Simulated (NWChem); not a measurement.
# NO$_{2}$, doublet; SMILES [O]N=O

Results from NWChem. Spin-unrestricted. In the optimisation the excess spin sits in a1 (C2v, its own frame). No stability test was run on the SCF state. Each level has its own optimisation; frequencies are unscaled.

```csv
level,r N–O (Å),highest harmonic frequency (cm⁻¹),lowest (cm⁻¹),zero-point energy (kcal/mol),dipole (D)
"LDA (Slater exchange, VWN5)/def2-SVP",1.192,1853,768,5.8,0.22
BLYP/def2-SVP,1.212,1667,737,5.3,0.22
PBE/def2-SVP,1.204,1750,751,5.5,0.22
PBE0/def2-SVP,1.183,1888,790,6.0,0.34
```
